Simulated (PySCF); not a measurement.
Planning a geometry optimisation on `c1cpccc1`.

Method: PBE/6-31+G* geometry optimisation, gas phase (PySCF 2.14.0). Work: geometry optimisation from a GFN2-xTB start, density fitting. A driver script takes a list of jobs; this job's settings line and coordinates (Å) are shown.

Input:
```
{"job": {"xc": "PBE", "basis": "6-31+G*", "grid": 1, "kind": "geom"}, "charge": 0, "multiplicity": 1}
C     -0.040792     1.143265    -0.059314
C     -1.231235     0.433938    -0.023260
C     -1.293785    -0.941906     0.043021
P      0.073302    -2.008064     0.093889
C      1.359496    -0.846078     0.039498
C      1.197716     0.521519    -0.028027
H     -0.079867     2.221954    -0.112895
H     -2.160058     0.990769    -0.048530
H     -2.269668    -1.412032     0.066520
H      2.366645    -1.244522     0.061094
H      2.083670     1.143828    -0.057960
```

Hardware: an Intel Xeon Platinum 8488C with one thread (shared host). PySCF's memory limit was set to 1200 MB.

How large is the basis?

122 functions.

What wall time should be expected on this hardware?

About 27 s. The run took 4 energy-and-gradient evaluations and 31 SCF cycles, 6.8 s an evaluation on average.

Estimate the peak memory.

About 0.51 GiB. Peak memory is the resident size of the whole Python process, interpreter and libraries included.

The output:
```
step   0  E = -534.44722583  max force = 0.015844
step   1  E = -534.44999355  max force = 0.003524
step   2  E = -534.45002832  max force = 0.000556
step   3  E = -534.45002834  max force = 0.000230
optimisation converged
```

Energies in Eh; «max force» is the largest Cartesian gradient component in Eh/bohr.

Other jobs ran on the host; a repeat could differ by tens of per cent or more.

The run converged: final energy -534.45003 Eh after 3 steps; dipole 1.77 D.
